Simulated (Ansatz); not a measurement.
System: chalcopyrite ZnGeP2. Method: HSE06 in Ansatz (plane waves, PAW).

Settings: plane-wave cutoff 500 eV, 6×6×6 k mesh, gaussian smearing 0.02 eV, scalar-relativistic PAW data made under PBE.

Cell (relaxed with PBEsol):

ZnGeP2 has the tetragonal space group I-42d (No. 122), the chalcopyrite structure, Pearson symbol tI16. Cell: a = b = 5.424 Å, c = 10.709 Å, α = β = γ = 90.00°. Zn on 4a is coordinated by 4 P at 2.344 Å (tetrahedral). Ge on 4b has 4 P at 2.334 Å (tetrahedral). P on 8d is coordinated by 2 Ge at 2.334 Å and 2 Zn at 2.344 Å (tetrahedral). (Neighbours: up to the widest gap in distance over summed covalent radii, below 1.35, at either atom; cation-cation and far metal-metal contacts left out.)
(The calculation used a cell of 8 atoms; values per cell refer to that cell.)

Task: Predict the band gap.

Result: 
band gap: 1.92 eV (on the SCF k mesh)

Measured, for comparison: band gap 2.05 eV (temperature not stated, no zero-point or thermal correction, pseudodirect, our sources range from 1.80 to 2.20; as tabulated in Rashkeev et al. (1999), arXiv:cond-mat/9809378).

Note: cell and atoms aren't relaxed at this level (pressure 1.7 GPa).

Spin–orbit coupling is not included.

Ansatz is a first-principles code.
